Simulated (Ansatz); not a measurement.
`C[CH2][Mg]`• → 2 C• + 5 H• + Mg (atom)  (atomization)

Isolated molecules relaxed with PBE0-D4/def2-TZVP in Ansatz; ΔE leaves out vibrations. CBS: MP2 limit from def2 TZ/QZ plus the TZ coupled-cluster correction, frozen cores. This one scheme is used for every species, atoms too. Functionals use def2-TZVPP. Open shells (•) are unrestricted, without spin–orbit coupling. Spin–orbit coupling would lower the free atoms: a little for C. Bonds to Mg are less sure, by a few kJ/mol each and by 10 to 20 or more in all where they break to atoms, as the def2 sets lack core-valence functions.

CCSD(T)/CBS gives +27.02 eV.

Task: Another level gave +27.21 eV. Which?
A. SCS-MP2/def2-TZVPP
B. PBE/def2-TZVPP
C. r2SCANh/def2-TZVPP
D. r2SCAN/def2-TZVPP

Result: C. r2SCANh 27.21, PBE 27.48, r2SCAN 27.32, SCS-MP2/def2-TZVPP 26.62 eV.

Largest T1 diagnostic among the species: 0.012.

From PBE to PBE0 (25 % exact exchange), in def2-TZVPP and without D4, ΔE moves by −0.28 eV: exact exchange takes away binding that semilocal exchange gives to molecules. In def2-TZVPP, CCSD(T) changes the Hartree–Fock value by +5.89 eV (the triples alone add +0.31 eV) and MP2 by +6.15 eV; breaking electron pairs costs correlation energy, which Hartree–Fock lacks.

For atomizations the MP2-based limit and the directly extrapolated one differ by several kJ/mol either way, and by 10 to 25 for some Ge, Se and Sn compounds, so smaller differences from it don't rank the levels.
